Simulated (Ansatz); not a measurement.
Reaction (formal loss of a carbene): `FC(Cl)Cl` → Cl₂ + `[CH]F`

Calculated with Ansatz (gas phase, PBE0-D4/def2-TZVP geometries, no zero-point term in ΔE). CCSD(T)/CBS adds triple-zeta CCSD(T) − MP2 to the extrapolated MP2 energy (def2 sets, frozen cores). This one scheme is used for every species. DFT in def2-TZVPP. HSE06 is defined as in plane-wave codes.

`FC(Cl)Cl`:

```xyz
5

F     0.295   -0.693    1.162
C     0.086   -0.084   -0.014
Cl   -1.579   -0.342   -0.520
Cl    0.457    1.629    0.141
H     0.743   -0.510   -0.769
```

Cl₂:

Z-matrix (Å, degrees):
```
Cl
Cl 1 1.982
```

`[CH]F`:

```xyz
3

C     0.338    0.312   -0.219
F    -0.345   -0.713   -0.635
H     0.007    0.401    0.854
```

CCSD(T)/CBS gives +446.8 kJ/mol.

(1) Another level gave +403.6 kJ/mol. Which?
A. revPBE/def2-TZVPP
B. PBE/def2-TZVPP
C. HF/def2-TZVPP
D. HSE06-D4/def2-TZVPP

Largest T1 diagnostic among the species: 0.018.

Results:

(1) C. HF/def2-TZVPP 403.6, PBE 459.2, HSE06-D4 474.3, revPBE 433.5 kJ/mol.

From BLYP to BHLYP (50 % exact exchange), in def2-TZVPP and without D4, ΔE moves by +27.0 kJ/mol. At CCSD(T), def2-SVP lies +8.8 kJ/mol from the extrapolated value and def2-TZVPP −1.6 kJ/mol. The D4 term adds +10.1 kJ/mol with B3LYP and +5.2 kJ/mol with PBE0; it sums over pairs of atoms, weighted by their polarisabilities, and B3LYP, whose exchange is more repulsive, gets the larger term.

B3LYP here is the variant with VWN-RPA as its local correlation; programs differ in this.
